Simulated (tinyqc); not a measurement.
Worked calculation: CCSD on RHF in the sto-6g basis, for HF, spin multiplicity 1. Computed by tinyqc, a small Python program that keeps every step (integrals from PySCF). Settings: charge = 0, multiplicity = 1, basis = sto-6g, method = RHF, energy threshold = 1e-10, iteration cap = 84, orthogonalisation = symmetric, start = Wolfsberg-Helmholz matrix, DIIS depth = 6, amplitude equations = CCSD, DIIS depth for amplitudes = 4, cap on updates = 54. Command: `OMP_NUM_THREADS=1 python tinyqc.py 31604 31605 out.jsonl` (the two numbers bound the seeds that draw the settings). One thread of a shared host (Intel(R) Xeon(R) Processor @ 2.60GHz), about 0.2 s of CPU time with the checks. The early iterations of the SCF are left out here.

## One-electron integrals

Geometry (angstrom):

| atom | x | y | z |
|---|---|---|---|
| F | 0.000000 | 0.000000 | 0.000000 |
| H | 0.000000 | 0.000000 | 1.080000 |

Basis sto-6g: exponents (1/bohr^2) and contraction coefficients of normalised primitives:

| element | l (shell) | exponent | coefficient |
|---|---|---|---|
| F | s (1) | 1728.626574 | 0.009164 |
| F | s (1) | 316.941790 | 0.049361 |
| F | s (1) | 88.668891 | 0.168538 |
| F | s (1) | 30.460157 | 0.370563 |
| F | s (1) | 11.828570 | 0.416492 |
| F | s (1) | 4.871659 | 0.130334 |
| F | s (2) | 67.032281 | -0.013253 |
| F | s (2) | 13.267438 | -0.046992 |
| F | s (2) | 4.123510 | -0.033785 |
| F | s (2) | 1.586463 | 0.250242 |
| F | s (2) | 0.689002 | 0.595117 |
| F | s (2) | 0.315820 | 0.240706 |
| F | p (3) | 67.032281 | 0.003760 |
| F | p (3) | 13.267438 | 0.037679 |
| F | p (3) | 4.123510 | 0.173897 |
| F | p (3) | 1.586463 | 0.418036 |
| F | p (3) | 0.689002 | 0.425860 |
| F | p (3) | 0.315820 | 0.101708 |
| H | s (1) | 35.523221 | 0.009164 |
| H | s (1) | 6.513144 | 0.049361 |
| H | s (1) | 1.822143 | 0.168538 |
| H | s (1) | 0.625955 | 0.370563 |
| H | s (1) | 0.243077 | 0.416492 |
| H | s (1) | 0.100112 | 0.130334 |

Overlap, kinetic and nuclear-attraction integrals over the contracted functions; the nuclear repulsion is the sum of Za Zb / Rab.

nuclear repulsion = 4.40981009 hartree

overlap S, lower triangle:
```
           1F 1s     1F 2s    1F 2px    1F 2py    1F 2pz     2H 1s
1F 1s   1.000000
1F 2s   0.232479  1.000000
1F 2px  0.000000  0.000000  1.000000
1F 2py  0.000000  0.000000  0.000000  1.000000
1F 2pz  0.000000  0.000000  0.000000  0.000000  1.000000
2H 1s   0.034763  0.350581  0.000000  0.000000  0.289138  1.000000
```

kinetic energy T (hartree), lower triangle:
```
            1F 1s     1F 2s    1F 2px    1F 2py    1F 2pz     2H 1s
1F 1s   37.397730
1F 2s   -1.143349  1.082297
1F 2px   0.000000  0.000000  3.251325
1F 2py   0.000000  0.000000  0.000000  3.251325
1F 2pz   0.000000  0.000000  0.000000  0.000000  3.251325
2H 1s   -0.004824  0.057157  0.000000  0.000000  0.158575  0.768522
```

nuclear attraction V (hartree), lower triangle:
```
             1F 1s       1F 2s      1F 2px      1F 2py      1F 2pz      2H 1s
1F 1s   -78.312431
1F 2s    -7.979620  -11.964189
1F 2px    0.000000    0.000000  -11.937847
1F 2py    0.000000    0.000000    0.000000  -11.937847
1F 2pz   -0.011481   -0.133728    0.000000    0.000000  -12.015351
2H 1s    -1.368125   -3.099562    0.000000    0.000000   -2.245650  -5.550732
```

core Hamiltonian H = T + V (hartree), lower triangle:
```
             1F 1s       1F 2s     1F 2px     1F 2py     1F 2pz      2H 1s
1F 1s   -40.914701
1F 2s    -9.122969  -10.881893
1F 2px    0.000000    0.000000  -8.686522
1F 2py    0.000000    0.000000   0.000000  -8.686522
1F 2pz   -0.011481   -0.133728   0.000000   0.000000  -8.764025
2H 1s    -1.372949   -3.042405   0.000000   0.000000  -2.087075  -4.782210
```

## Two-electron integrals

Functions are numbered as in S; the eight-fold symmetry (ij|kl) = (ji|kl) = (kl|ij) leaves the list below.

Two-electron integrals (ij|kl) in chemists' order, unique and non-zero (hartree):
```
(11|11) 5.406240   (21|11) 0.768129   (21|21) 0.138909   (22|11) 1.266271
(22|21) 0.283987   (22|22) 0.926367   (31|31) 0.029452   (32|31) 0.044681
(32|32) 0.204753   (33|11) 1.266273   (33|21) 0.283987   (33|22) 0.926366
(33|33) 0.998085   (41|41) 0.029452   (42|41) 0.044681   (42|42) 0.204753
(43|43) 0.053789   (44|11) 1.266273   (44|21) 0.283987   (44|22) 0.926366
(44|33) 0.890506   (44|44) 0.998085   (51|51) 0.029452   (52|51) 0.044681
(52|52) 0.204753   (53|53) 0.053789   (54|54) 0.053789   (55|11) 1.266273
(55|21) 0.283987   (55|22) 0.926366   (55|33) 0.890506   (55|44) 0.890506
(55|55) 0.998085   (61|11) 0.122356   (61|21) 0.021215   (61|22) 0.042443
(61|33) 0.042371   (61|44) 0.042371   (61|51) 0.000923   (61|52) 0.001806
(61|55) 0.042587   (61|61) 0.003294   (62|11) 0.313539   (62|21) 0.071392
(62|22) 0.260288   (62|33) 0.256586   (62|44) 0.256586   (62|51) 0.005183
(62|52) 0.039287   (62|55) 0.267693   (62|61) 0.010910   (62|62) 0.091047
(63|31) 0.007877   (63|32) 0.045284   (63|53) 0.008180   (63|63) 0.013259
(64|41) 0.007877   (64|42) 0.045284   (64|54) 0.008180   (64|64) 0.013259
(65|11) 0.215205   (65|21) 0.049688   (65|22) 0.193651   (65|33) 0.185500
(65|44) 0.185500   (65|51) 0.011005   (65|52) 0.072748   (65|55) 0.209953
(65|61) 0.007918   (65|62) 0.083144   (65|65) 0.088577   (66|11) 0.478690
(66|21) 0.111047   (66|22) 0.465892   (66|33) 0.450499   (66|44) 0.450499
(66|51) 0.009968   (66|52) 0.105820   (66|55) 0.496678   (66|61) 0.017089
(66|62) 0.212436   (66|65) 0.224894   (66|66) 0.774999
```

## Orthogonalisation

S = U s U^T; symmetric (Loewdin) form X = U s^(-1/2) U^T, so that X^T S X = 1.

eigenvalues of S: 0.520063  0.850255  1.000000  1.000000  1.124432  1.505251

X, lower triangle:
```
            1F 1s      1F 2s    1F 2px    1F 2py     1F 2pz     2H 1s
1F 1s    1.021776
1F 2s   -0.126047   1.078078
1F 2px   0.000000   0.000000  1.000000
1F 2py   0.000000   0.000000  0.000000  1.000000
1F 2pz  -0.004585   0.045980  0.000000  0.000000   1.037111
2H 1s    0.016876  -0.206330  0.000000  0.000000  -0.167128  1.092310
```

## Iteration 6 (converged): orbitals

converged F (hartree), lower triangle:
```
             1F 1s      1F 2s     1F 2px     1F 2py     1F 2pz      2H 1s
1F 1s   -26.248778
1F 2s    -6.370534  -2.898198
1F 2px    0.000000   0.000000  -0.471150
1F 2py    0.000000   0.000000   0.000000  -0.471150
1F 2pz   -0.018595  -0.052811   0.000000   0.000000  -0.285702
2H 1s    -0.961229  -0.854284   0.000000   0.000000  -0.501553  -0.412195
```

Diagonalise F' = X^T F X, C = X C', fill 5 alpha and 5 beta electrons from the bottom; D = 2 C_occ C_occ^T. Each column has its largest component positive (the first on a tie).

F' = X^T F X (hartree), lower triangle:
```
            1          2          3          4          5          6
1  -25.838969
2   -3.177000  -1.737711
3    0.000000   0.000000  -0.471150
4    0.000000   0.000000   0.000000  -0.471150
5   -0.037068   0.077065   0.000000   0.000000  -0.142142
6   -0.125763  -0.425532   0.000000   0.000000  -0.492339  -0.057062
```

orbital energies (hartree): MO1 -26.251987, MO2 -1.447713, MO3 -0.542910, MO4 -0.471150, MO5 -0.471150, MO6 0.466727

coefficients C:
```
              MO1        MO2        MO3        MO4       MO5        MO6
1F 1s    0.997159  -0.241858   0.059654   0.000000  0.000000   0.061969
1F 2s    0.012316   0.976125  -0.332848   0.000000  0.000000  -0.398833
1F 2px   0.000000   0.000000   0.000000  -0.423028  0.906117   0.000000
1F 2py   0.000000   0.000000   0.000000   0.906117  0.423028   0.000000
1F 2pz   0.001420   0.048919   0.692404   0.000000  0.000000  -0.789840
2H 1s   -0.002492   0.118023   0.564637   0.000000  0.000000   0.964976
```

D after iteration 6, lower triangle:
```
            1F 1s      1F 2s    1F 2px    1F 2py    1F 2pz     2H 1s
1F 1s    2.112760
1F 2s   -0.487316   2.127519
1F 2px   0.000000   0.000000  2.000000
1F 2py   0.000000   0.000000  0.000000  2.000000
1F 2pz   0.061777  -0.365393  0.000000  0.000000  0.963636
2H 1s    0.005305  -0.145529  0.000000  0.000000  0.793454  0.665502
```

Within a degenerate level the vectors are fixed only up to a rotation; this is one choice.

## Convergence

Stop when the energy changes by less than 1e-10 hartree and every element of the error matrix X^T (F D S - S D F) X is below 3e-06.

Course of the cycle:

| iteration | E (hartree) | change | largest element of the error matrix |
|---|---|---|---|
| 1 | -99.18983074 | - | 5.48e-01 |
| 2 | -99.46957260 | -2.80e-01 | 1.10e-01 |
| 3 | -99.48567266 | -1.61e-02 | 1.90e-02 |
| 4 | -99.48588127 | -2.09e-04 | 2.01e-03 |
| 5 | -99.48588361 | -2.34e-06 | 7.71e-06 |
| 6 | -99.48588361 | -3.78e-11 | 1.16e-07 |

PySCF RHF in the same basis = -99.48588361 hartree

Converged in 6 iterations.

## Integrals over molecular orbitals

(pq|rs) = sum C_ip C_jq C_kr C_ls (ij|kl), one index at a time.

one-electron integrals over orbitals h = C^T H C (hartree), lower triangle:
```
            1          2          3          4          5          6
1  -40.901351
2    0.724369  -9.201037
3   -0.173383   0.550647  -7.235352
4    0.000000   0.000000   0.000000  -8.686522
5    0.000000   0.000000   0.000000   0.000000  -8.686522
6   -0.188819   0.999145   2.070068   0.000000   0.000000  -6.081695
```

Two-electron integrals over orbitals (pq|rs), unique and non-zero (hartree):
```
(11|11) 5.381810    (21|11) -0.527159   (21|21) 0.083285    (22|11) 1.237019
(22|21) -0.022949   (22|22) 0.866888    (31|11) 0.133262    (31|21) -0.020026
(31|22) 0.009715    (31|31) 0.020724    (32|11) -0.139682   (32|21) 0.007223
(32|22) -0.037629   (32|31) 0.020752    (32|32) 0.148172    (33|11) 0.947173
(33|21) -0.009193   (33|22) 0.728256    (33|31) -0.003810   (33|32) -0.029540
(33|33) 0.720873    (41|41) 0.030372    (42|41) 0.039603    (42|42) 0.186110
(43|41) -0.009072   (43|42) -0.034991   (43|43) 0.040935    (44|11) 1.265981
(44|21) -0.013979   (44|22) 0.889891    (44|31) 0.003395    (44|32) -0.073531
(44|33) 0.717869    (44|44) 0.998085    (51|51) 0.030372    (52|51) 0.039603
(52|52) 0.186110    (53|51) -0.009072   (53|52) -0.034991   (53|53) 0.040935
(54|54) 0.053789    (55|11) 1.265981    (55|21) -0.013979   (55|22) 0.889891
(55|31) 0.003395    (55|32) -0.073531   (55|33) 0.717869    (55|44) 0.890506
(55|55) 0.998085    (61|11) 0.142257    (61|21) -0.023909   (61|22) 0.002311
(61|31) -0.010586   (61|32) -0.024379   (61|33) 0.008655    (61|44) 0.003577
(61|55) 0.003577    (61|61) 0.023654    (62|11) -0.204753   (62|21) 0.005361
(62|22) -0.109285   (62|31) -0.020202   (62|32) -0.063190   (62|33) -0.029298
(62|44) -0.106656   (62|55) -0.106656   (62|61) 0.017387    (62|62) 0.093001
(63|11) -0.389767   (63|21) 0.006125    (63|22) -0.203840   (63|31) 0.001969
(63|32) 0.089729    (63|33) -0.108543   (63|44) -0.221564   (63|55) -0.221564
(63|61) -0.005310   (63|62) 0.047563    (63|63) 0.204771    (64|41) -0.008825
(64|42) -0.035343   (64|43) -0.019083   (64|64) 0.029994    (65|51) -0.008825
(65|52) -0.035343   (65|53) -0.019083   (65|65) 0.029994    (66|11) 0.864999
(66|21) -0.008816   (66|22) 0.660354    (66|31) 0.012924    (66|32) 0.058968
(66|33) 0.663539    (66|44) 0.638013    (66|55) 0.638013    (66|61) -0.008603
(66|62) -0.061690   (66|63) -0.017971   (66|66) 0.699814
```

## CCSD: starting amplitudes

t_ij^ab = <ij||ab> / (e_i + e_j - e_a - e_b), whose energy is MP2.

Starting amplitudes (spin orbitals 1a, 1b, ...; amplitudes related by a flip of all spins are not repeated):

| from | to | t |
|---|---|---|
| 3a 3b | 6a 6b | -0.101408 |
| 2a 2b | 6a 6b | -0.024289 |
| 2a 3b | 6a 6b | -0.016266 |
| 5a 5b | 6a 6b | -0.015990 |
| 4a 4b | 6a 6b | -0.015990 |
| 1a 2b | 6a 6b | -0.000607 |
| 1a 1b | 6a 6b | -0.000443 |
| 1a 3b | 6a 6b | 0.000192 |

correlation energy = -0.02556460 hartree

## CCSD: amplitude update 1

t_i^a D_i^a and t_ij^ab D_ij^ab are set to the remaining terms of the spin-orbital equations, evaluated with the old amplitudes; for the doubles these are <ij||ab> + 1/2 <ab||ef> t_ij^ef + 1/2 <mn||ij> t_mn^ab + P(ij)P(ab) <mb||ej> t_im^ae + terms in t^2 + terms with t1, D the orbital-energy denominators.

Amplitudes after update 1 (spin orbitals 1a, 1b, ...; amplitudes related by a flip of all spins are not repeated):

| from | to | t |
|---|---|---|
| 3a 3b | 6a 6b | -0.140658 |
| 2a 2b | 6a 6b | -0.025191 |
| 2a 3b | 6a 6b | -0.025182 |
| 5a 5b | 6a 6b | -0.018033 |
| 4a 4b | 6a 6b | -0.018033 |
| 3a | 6a | 0.009289 |
| 2a | 6a | -0.001444 |
| 1a 2b | 6a 6b | -0.000512 |
| 1a 1b | 6a 6b | -0.000349 |
| 1a 3b | 6a 6b | 0.000091 |
| 1a | 6a | 0.000005 |

correlation energy = -0.03463310 hartree

## CCSD: amplitude update 2

As before.

Amplitudes after update 2 (spin orbitals 1a, 1b, ...; amplitudes related by a flip of all spins are not repeated):

| from | to | t |
|---|---|---|
| 3a 3b | 6a 6b | -0.157342 |
| 2a 3b | 6a 6b | -0.028273 |
| 2a 2b | 6a 6b | -0.024400 |
| 5a 5b | 6a 6b | -0.018255 |
| 4a 4b | 6a 6b | -0.018255 |
| 3a | 6a | 0.013919 |
| 2a | 6a | -0.002527 |
| 1a 2b | 6a 6b | -0.000494 |
| 1a 1b | 6a 6b | -0.000342 |
| 1a 3b | 6a 6b | 0.000059 |
| 1a | 6a | 0.000020 |

correlation energy = -0.03826197 hartree

## CCSD: amplitude update 3

t_i^a D_i^a and t_ij^ab D_ij^ab are set to the remaining terms of the spin-orbital equations, evaluated with the old amplitudes; for the doubles these are <ij||ab> + 1/2 <ab||ef> t_ij^ef + 1/2 <mn||ij> t_mn^ab + P(ij)P(ab) <mb||ej> t_im^ae + terms in t^2 + terms with t1, D the orbital-energy denominators. DIIS then mixes the stored amplitudes.

DIIS coefficients: -0.729350  1.729350

Amplitudes after update 3 (spin orbitals 1a, 1b, ...; amplitudes related by a flip of all spins are not repeated):

| from | to | t |
|---|---|---|
| 3a 3b | 6a 6b | -0.169726 |
| 2a 3b | 6a 6b | -0.029980 |
| 2a 2b | 6a 6b | -0.023436 |
| 5a 5b | 6a 6b | -0.018144 |
| 4a 4b | 6a 6b | -0.018144 |
| 3a | 6a | 0.017486 |
| 2a | 6a | -0.003763 |
| 1a 2b | 6a 6b | -0.000488 |
| 1a 1b | 6a 6b | -0.000338 |
| 1a 3b | 6a 6b | 0.000036 |
| 1a | 6a | 0.000033 |

correlation energy = -0.04084256 hartree

## CCSD: convergence

E_corr = 1/4 sum <ij||ab> t_ij^ab + 1/2 sum <ij||ab> t_i^a t_j^b; stop when the norm of the change is below 1e-8.

Course of the amplitude iterations:

| update | correlation energy (hartree) | norm of the change |
|---|---|---|
| 0 | -0.02556460 | - |
| 1 | -0.03463310 | 8.37e-02 |
| 2 | -0.03826197 | 3.52e-02 |
| 3 | -0.04084256 | 1.50e-02 |
| 4 | -0.04082293 | 7.72e-04 |
| 5 | -0.04083242 | 7.23e-05 |
| 6 | -0.04083124 | 1.37e-05 |
| 7 | -0.04083115 | 2.92e-06 |
| 8 | -0.04083117 | 6.84e-07 |
| 9 | -0.04083117 | 6.95e-08 |
| 10 | -0.04083117 | 6.73e-09 |

Converged amplitudes (spin orbitals 1a, 1b, ...; amplitudes related by a flip of all spins are not repeated):

| from | to | t |
|---|---|---|
| 3a 3b | 6a 6b | -0.169944 |
| 2a 3b | 6a 6b | -0.029647 |
| 2a 2b | 6a 6b | -0.023298 |
| 5a 5b | 6a 6b | -0.017966 |
| 4a 4b | 6a 6b | -0.017966 |
| 3a | 6a | 0.017661 |
| 2a | 6a | -0.004107 |
| 1a 2b | 6a 6b | -0.000490 |
| 1a 1b | 6a 6b | -0.000338 |
| 1a | 6a | 0.000034 |
| 1a 3b | 6a 6b | 0.000034 |

CCSD total energy = -99.52671478 hartree

T1 diagnostic, norm of the one-spin t1 over sqrt(correlated electrons) = 0.005734

Converged in 10 updates, with DIIS from the third.
